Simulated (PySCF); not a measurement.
SMILES [F][Al]([F])[F] at its B3LYP/def2-SVP optimised geometry (Å):

```
4

Al    -0.4110     0.0005     0.0000
F      1.2346     0.0005     0.0000
F     -1.2333    -1.4250     0.0000
F     -1.2346     1.4250     0.0000
```

Computed with B3LYP/def2-TZVP run with PySCF 2.14.0.

Map of the electrostatic potential (hartree/e), clipped to [-0.08, 0.12] on the plane z = 1.5 Å:

```
|000000000000000011111000000|
|000000000000000111111100000|
|000000000000001111111000000|
|000000000000011111111000000|
|000000000000111111111000000|
|000000000001112111111000000|
|000000000011222221111000000|
|000000001123333322110000000|
|000000112345555432110000000|
|001111223567876532110000000|
|111112345799998642100000000|
|111123457999999753100000000|
|111223469999999853100000000|
|111223579999999853100000000|
|111223469999999853100000000|
|111123457999999753100000000|
|111112345799998642100000000|
|001111223567876532110000000|
|000000112345555432110000000|
|000000001123333322110000000|
|000000000011222221111000000|
|000000000001112111111000000|
|000000000000111111111000000|
|000000000000011111111000000|
|000000000000001111111000000|
|000000000000000111111000000|
|000000000000000011111000000|
```
Scale: ten equal steps from -0.014 (start of '0') to 0.120 (end of '9'), in the order '0123456789'; x runs from -3.50 to 3.50, y from -3.50 (bottom) to 3.50 (top).
